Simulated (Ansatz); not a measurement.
# AlSi: the cost of one run

Program: Ansatz 0.2.0, Gaussian basis. Level of theory: def2-QZVPP, core rule «outside noble gas», up to 10 orbitals frozen. These are calculated values, not measurements.

Plan: UHF; ROHF; CCSD(T) on UHF.

## Step 1: The geometry

The geometry is a PBE0/def2-TZVP stationary point (not a proven minimum).

2 atoms, charge 0, spin multiplicity 4.

Atoms are counted from 1 here; the program's logs count them from 0.

Bond lengths: Si1–Al2 2.416 Å.

## Step 2: UHF

Input file in.yaml:

```yaml
crystal:
  periodic: [false, false, false]
  atoms:
    - {symbol: Si, position_ang: [0.000000, 0.000000, 0.000000]}
    - {symbol: Al, position_ang: [0.000000, 0.000000, 2.416200]}
basis:
  gaussian: {orbitals: "def2-QZVPP.json"}
magnetization: {spin_polarized: true, initial_magnetization: 3}
hamiltonian: {xc: hf}
output: {orbitals: {seedname: orbitals}}
```

Started as:

```
$ ansatz run in.yaml --threads 1 --pin off --events-out ev --progress --plain --max-ram 2393MiB
```

Q: Estimate wall time and peak memory on 1 thread of Arm Neoverse V1, shared host.

About 8.5 s, with a peak of 0.3 GiB.
